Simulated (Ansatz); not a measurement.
Consider the isomerisation: `COC(=S)CCl` → `CSC(=O)CCl`.

Isolated molecules relaxed with PBE0-D4/def2-TZVP in Ansatz; ΔE leaves out vibrations. CCSD(T)/CBS is the MP2 limit (def2-TZVPP, def2-QZVPP) plus CCSD(T) − MP2 in def2-TZVPP, frozen cores. Functionals use def2-TZVPP. HSE06 is defined as in plane-wave codes. One conformer a species, not always the lowest.

| level | ΔE (kJ/mol) | difference from CCSD(T)/CBS |
| --- | --- | --- |
| LDA (SPW92) | -76.6 | 7.5 |
| PBE-D4 | -89.9 | -5.8 |
| B97M-V | -88.5 | -4.4 |
| r2SCAN0-D4 | -89.0 | -4.9 |
| HSE06-D4 | -88.6 | -4.5 |
| PBE-QIDH | -88.0 | -3.9 |
| PBE | -91.1 | -7.0 |
| revPBE | -96.1 | -12.0 |
| r2SCAN0 | -89.5 | -5.4 |
| CAM-B3LYP | -84.6 | -0.5 |
| CCSD/def2-SVP | -79.3 | 4.8 |
| CCSD(T)/def2-SVP | -77.9 | 6.2 |
| HF/def2-TZVPP | -90.4 | -6.3 |
| CCSD/def2-TZVPP | -84.3 | -0.2 |
| SCS-MP2/def2-QZVPP | -86.9 | -2.8 |
| HF/CBS(def2) | -90.3 | -6.2 |
| CCSD(T)/CBS | -84.1 | 0 |

Largest T1 diagnostic among the species: 0.015.

Leaving LDA and LC-ωPBE aside and taking each functional with its dispersion term where it has one, the values, not all of them listed here, spread over 9.4 kJ/mol, from revPBE-D4 to CAM-B3LYP-D4. LDA lies +14.4 kJ/mol from PBE without D4. From BLYP to BHLYP (50 % exact exchange), in def2-TZVPP and without D4, ΔE moves by +3.1 kJ/mol. In def2-TZVPP, CCSD(T) changes the Hartree–Fock value by +7.7 kJ/mol (the triples alone add +1.6 kJ/mol) and MP2 by +5.4 kJ/mol.

CCSD(T)/CBS has its own doubt, a few kJ/mol and more with outer-core shells, so smaller differences from it don't rank the levels.
